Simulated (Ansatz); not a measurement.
# SiPF (singlet): the correlation ladder, cc-pVDZ

An exercise on one series of results from a longer session: the logs are not shown, and one member is left open.

The runs use Ansatz 0.2.0, Gaussian basis; cc-pVDZ, core rule «outside noble gas», up to 11 orbitals frozen.

Plan: UHF; CCSD(T) on RHF; BCCD(T) on RHF; CISD; CCSDT(Q) on RHF; CCSDT(Q) on UHF.

31 further runs of the same task are left out: 11 for a known fault of the program, 8 that didn't finish, 12 set aside as unsound or not needed.

**The geometry**

The geometry is a PBE0/def2-TZVP stationary point (not a proven minimum) of the parent state, kept for this charge and spin.

3 atoms, charge 0, spin multiplicity 1.

Atoms are counted from 1 here; the program's logs count them from 0.

Bond lengths: F1–P2 1.612 Å, P2–Si3 2.219 Å. Angles: F1–P2–Si3 106.4°.

Geometry (Å):

```tsv
atom	x (Å)	y (Å)	z (Å)
F1	0.00000	-0.67431	1.49035
P2	0.00000	0.60039	0.50350
Si3	0.00000	-0.20600	-1.56342
```

The first run:

in.yaml

```yaml
crystal:
  periodic: [false, false, false]
  atoms:
    - {symbol: F, position_ang: [0.000000, -0.674306, 1.490349]}
    - {symbol: P, position_ang: [0.000000, 0.600388, 0.503498]}
    - {symbol: Si, position_ang: [0.000000, -0.205998, -1.563422]}
basis:
  gaussian: {orbitals: cc-pVDZ}
magnetization: {spin_polarized: true, initial_magnetization: 0}
hamiltonian: {xc: hf}
output: {orbitals: {seedname: orbitals}}
```

Launch:

```
> ansatz run in.yaml --threads 1 --pin off --events-out ev --progress --plain --max-ram 2393MiB
```

Steps of the session up to this table: UHF; CCSD(T) on RHF; BCCD(T) on RHF; CISD; CCSDT(Q) on RHF; CCSDT(Q) on UHF.

One of the session's tables, all rows but one given; the rest of the session is left out.

It belongs to the step «Misses and costs». 

```
   method  from RCCSDT(Q) (kJ/mol)
      RHF                  +1095.7
     RMP2                   +128.7
     CISD                   +175.1
    RCCSD                    +45.9
 RCCSD(T)                        ?
  BCCD(T)                     +8.2
   RCCSDT                     +4.6
RCCSDT(Q)                        0
```

Q: Estimate the row for RCCSD(T) from the others.

**Answer.** from RCCSDT(Q) (kJ/mol): +8.4. In the column «from RCCSDT(Q) (kJ/mol)» it lies between BCCD(T) (+8.2) and RCCSD (+45.9).

Not comparable, so not listed: CCSDT(Q) on UHF (they don't share determinant, frozen orbitals or solution with the rows shown, or repeat one).
